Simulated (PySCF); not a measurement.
Compound: sulfuryl fluoride, F2O2S.
SMILES with atom numbers: `[O:1]=[S:2](=[O:3])([F:4])[F:5]`

Computed by this run: PySCF, PBE0-D3(BJ)/def2-SVP geometry optimisation, gas phase; density fitting, grid level 1; the optimiser is geomeTRIC in internal coordinates, started from an MMFF94s structure with every atom displaced at random (about 0.03 Å).

Step 0: E = -20336.6777 eV
```
atom  x, y, z in Å  |  force x, y, z in eV/Å
O1     -1.4495   -0.2584    0.3072    2.542   1.116  -0.608
S2     -0.0141   -0.0234    0.1013   -2.781  -2.769   2.236
O3      0.9482   -0.2286    1.1483   -0.182   0.204  -0.892
F4      0.2543    1.3824   -0.4922    0.012   0.345  -0.900
F5      0.3359   -0.9825   -1.1267    0.408   1.104   0.163
```

Step 1: E = -20335.9940 eV
```
atom  x, y, z in Å  |  force x, y, z in eV/Å
O1     -1.3749   -0.1977    0.3870   -9.926  -1.217   0.498
S2     -0.0787   -0.1479    0.0932    9.113   4.406  -1.793
O3      0.8648   -0.1694    1.1244    2.357  -1.727   1.512
F4      0.2705    1.3533   -0.4855   -0.981  -1.597  -0.659
F5      0.3931   -0.9487   -1.1811   -0.563   0.136   0.442
```

Step 2: E = -20336.7115 eV
```
atom  x, y, z in Å  |  force x, y, z in eV/Å
O1     -1.4274   -0.2142    0.3673   -2.401  -0.494  -0.505
S2     -0.0587   -0.1119    0.1118    2.556   2.785  -0.082
O3      0.9077   -0.2158    1.1396    0.867  -0.794   0.387
F4      0.2610    1.3588   -0.5265   -0.710  -1.530   0.058
F5      0.3922   -0.9274   -1.1543   -0.312   0.033   0.142
```

Step 3: E = -20336.8844 eV
```
atom  x, y, z in Å  |  force x, y, z in eV/Å
O1     -1.4347   -0.2226    0.3123   -1.021   0.018   0.265
S2     -0.0418   -0.0682    0.1514    1.018   0.747  -0.714
O3      0.9517   -0.2635    1.1515    0.014   0.081   0.060
F4      0.2318    1.3410   -0.5614   -0.181  -0.631   0.534
F5      0.3678   -0.8971   -1.1159    0.170  -0.214  -0.146
```

Question: Estimate the geometry and energy of step 4. (The exact step hangs on the optimiser's Hessian estimate; all steps are aligned on step 3, rigid shifts and turns removed.)

Answer: E = -20336.9074 eV, largest force 0.368 eV/Å
```
atom  x, y, z in Å  |  force x, y, z in eV/Å
O1     -1.4462   -0.2063    0.3133    0.192  -0.063   0.027
S2     -0.0367   -0.0704    0.1412   -0.145   0.336  -0.036
O3      0.9571   -0.2566    1.1459   -0.091  -0.012  -0.070
F4      0.2213    1.3356   -0.5415    0.002  -0.247   0.106
F5      0.3793   -0.9128   -1.1210    0.041  -0.014  -0.027
```

The energy changes by -0.0229 eV. The first-order estimate −F·Δx gives -0.0453 eV and the mean of the old and new forces, exact on a quadratic surface, -0.0225 eV. The step makes an angle of 55° with the force vector and moves no atom by more than 0.023 Å.

What follows is the cost of the whole optimisation. Time: 13 s wall; peak memory 0.31 GiB. Hardware: one thread of an Arm Neoverse V1, no GPU, shared host with 32 logical CPUs at a one-minute load of 8.7.
